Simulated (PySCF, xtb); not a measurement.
Bonds broken one at a time in the series Ga F-OH. Isolated molecules, 0 K electronic values unless said otherwise. One relaxed conformer stands for each flexible species; it need not be the lowest. Strings in code marks are SMILES. Quantity: homolytic bond dissociation enthalpy at 298 K (no spin–orbit term). Enthalpy corrections at 298 K come from GFN2-xTB frequencies (xtb). Level 1: PBE-D3(BJ)/def2-TZVP // B3LYP-D3(BJ)/def2-TZVP (PySCF). Level 2: TPSSh-D3(BJ)/def2-TZVP // B3LYP-D3(BJ)/def2-TZVP (PySCF).

| case | level 1 (kcal/mol) | level 2 (kcal/mol) |
|---|---|---|
| O–Ga bond of `[OH][Ga]([F])[F]` (H–O–Ga–F torsion 0°), giving `[F][Ga][F]` and `[OH]` | 99.4 | 96.4 |
| O–Ga bond of `[OH][Ga]([OH])[F]` (H–O–Ga–F torsion 0°, F–Ga–O–H torsion -180°), giving `[OH]` and `[OH][Ga][F]` (H–O–Ga–F torsion 180°) | 100.0 | withheld |
| O–Ga bond of `[OH][Ga]([OH])[OH]`, giving `[OH]` and `[OH][Ga][OH]` (H–O–Ga–O torsion 0°, O–Ga–O–H torsion 180°) | 100.9 | 97.7 |
| F–Ga bond of `[F][Ga]([F])[F]`, giving `[F]` and `[F][Ga][F]` | 121.4 | 117.9 |
| Ga–F bond of `[OH][Ga]([F])[F]` (H–O–Ga–F torsion 0°), giving `[F]` and `[OH][Ga][F]` (H–O–Ga–F torsion 180°) | 123.4 | 119.9 |
| Ga–F bond of `[OH][Ga]([OH])[F]` (H–O–Ga–F torsion 0°, F–Ga–O–H torsion -180°), giving `[F]` and `[OH][Ga][OH]` (H–O–Ga–O torsion 0°, O–Ga–O–H torsion 180°) | 126.9 | 123.1 |

### Question
Fit level 2 = a + b·x to the 5 complete rows by least squares, with x = level 1 in kcal/mol. Give a, b and the rms residual, and predict the withheld value.

### Answer
Means of the 5 rows: x̄ = 114.4, ȳ = 111 kcal/mol. Σ(x − x̄)² = 693.5 and Σ(x − x̄)(y − ȳ) = 678.2, so b = 0.978 and a = ȳ − b·x̄ = -0.88 kcal/mol. The rms residual is 0.09 kcal/mol. At x = 100 the line gives 96.9 kcal/mol. The run for O–Ga bond of `[OH][Ga]([OH])[F]` (H–O–Ga–F torsion 0°, F–Ga–O–H torsion -180°), giving `[OH]` and `[OH][Ga][F]` (H–O–Ga–F torsion 180°) gave 97.1 kcal/mol, so the line is off by 0.2 kcal/mol, more than twice the rms residual.

Codes: PySCF, xtb.
